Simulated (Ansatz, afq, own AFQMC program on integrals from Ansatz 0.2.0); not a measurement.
HfN⁺, quintet in def2-SVP, levels against CCSDT(Q)

```csv
atom,x (Å),y (Å),z (Å)
Hf,0.0000,0.0000,0.0000
N,0.0000,0.0000,1.7854
```

Basis def2-SVP with its core potentials. Noble-gas cores (and the filled d shells of Ga–Kr and In–Xe) are frozen. AFQMC by an in-house program on the Cholesky factors that Ansatz 0.2.0 writes for its CCSD(T) run. The CISD trial takes its coefficients from CCSD amplitudes. Released means that phaseless walkers are propagated on without the constraint, phases kept. Uncertainties: one standard error, sampling alone. No spin–orbit coupling. The metal's outer-core s and p shells are frozen, which shifts wave-function levels against functionals.

Determinant: UHF, the one that the program's search chose, which needn't be the lowest solution. The geometry is a PBE0/def2-TZVP stationary point of this or a neighbouring charge and spin state.

No full CI on the walks' own integrals is used here; CCSDT(Q) serves as the reference and is uncertain by about the last step of the cluster series.

Cautions: no spin-orbit coupling; outer-core shells of the metal frozen; lower spins were not checked; higher spins were not checked.

The T1 diagnostic is 0.0239 and the weight of the determinant in the CISD state is 0.926. The ⟨S²⟩ of the determinant is 6.015 and the size of the correlated space is 8 electrons in 41 orbitals.

(1) Estimate: order these by the size of their error in total energy against CCSDT(Q), smallest first.
A. CCSD
B. CCSDT
C. phaseless AFQMC with a CISD trial
D. MP2

(1) B (0.8 kJ/mol), C (2.5 ± 0.2 kJ/mol), A (17.1 kJ/mol), D (66.1 kJ/mol).

Reference: CCSDT(Q), correlation energy -4.234 eV.

A walk keeps the symmetry of its determinant, which the program's search chose and which needn't be the lowest solution, so a lower state of the same spin and another symmetry isn't excluded.
